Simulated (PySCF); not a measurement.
## How the method changes the constants of SiC

State: ³Π (triplet), unpaired electrons σ ↑, π ↑. Set-up: basis Si def2-TZVPPD, C def2-TZVPPD; no relativity; PySCF 2.14. De refers to Si + C in their high-spin ground configurations, without counterpoise correction. The functionals are run spin-unrestricted. A positive dipole means Si(−)C(+).

```csv
Level,Re (Å),ωe (cm⁻¹),De (eV),μ (D),"CPU s a point (SCF and correlation, without the integrals)"
ROHF,1.676,1109,2.36,-1.36,0.74
ROHF-MP2,1.720,994,4.18,n/a,1.2
ROHF-SCS-MP2,1.718,995,4.00,n/a,n/a
ROHF-CCSD,1.718,987,3.92,n/a,n/a
ROHF-CCSD(T),1.731,955,4.19,n/a,25
PBE,1.728,958,4.82,-1.69,1.3
revPBE,1.734,947,4.58,-1.65,0.89
BLYP,1.731,942,4.58,-1.80,0.87
r²SCAN,1.716,978,4.53,-1.41,1.9
M06-L,1.711,995,4.81,-1.39,1.8
TPSSh,1.716,981,4.42,-1.54,2.4
PBE0,1.710,996,4.42,-1.58,2.5
M06,1.710,987,4.63,-1.63,2.3
CAM-B3LYP,1.699,1014,4.23,-1.70,2.9
```

Question: Which functional lies closest to ROHF-CCSD(T) in De, which farthest, and by how much do they differ from it?

Answer: Closest is CAM-B3LYP (-3.2 pm in Re, +6.2 % in ωe, +0.04 eV in De against ROHF-CCSD(T) in the same basis), farthest PBE (-0.3 pm in Re, +0.3 % in ωe, +0.63 eV in De). CCSD(T) converges more slowly with the basis than the functionals do and binds too weakly in this one, so the order can change at the basis-set limit.

Question: What does a quarter of exact exchange do here, going from PBE to PBE0?

Answer: PBE0 less PBE: -1.8 pm in Re, +4.0 % in ωe, -0.40 eV in De. Exact exchange removes part of the self-interaction that spreads semilocal densities, and in most molecules shortens and stiffens the bond and lowers De; so it does here.

Question: What does the step from GGA to meta-GGA do here, going from PBE to r²SCAN?

Answer: r²SCAN less PBE: -1.2 pm in Re, +2.1 % in ωe, -0.29 eV in De. 

Correlated steps freeze 6 core orbitals. The CCSD T1 diagnostic is raised, a sign that a single reference may not be enough here. UHF is strongly spin-contaminated for SiC, so the ROHF reference used there is far from stable. The state is the lowest determinant that a PBE0 search found; another state may lie lower at other levels.

The whole job (state search and all levels along the bond) took about 4.5 min on 2 threads of Intel Xeon Platinum 8488C (shared host), peak memory 2.8 GiB.
